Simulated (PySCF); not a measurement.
Members of the series nitrenes, diatomics and small unsaturated species; each row names its spin state. Isolated molecules, 0 K electronic values unless said otherwise. One relaxed conformer stands for each flexible species; it need not be the lowest. Strings in code marks are SMILES.

Computed with B3LYP-D3(BJ)/def2-TZVP run with PySCF. B3LYP has the VWN-RPA correlation part, as in Gaussian. 

```tsv
species	highest occupied spin orbital (eV)	dipole moment (D)
multiplicity 3 (`[C]=C=S` (lower triplet))	-7.83	3.08
multiplicity 1 (`[C-]#[S+]` (lower singlet))	–	1.94
multiplicity 1 (`C=C` (lower singlet))	–	0.00
multiplicity 1 (`C=N` (lower singlet))	–	2.01
multiplicity 3 (`C=N` (excited triplet))	-5.24	0.95
multiplicity 3 (`[SiH+]` (excited triplet))	-13.04	–
```
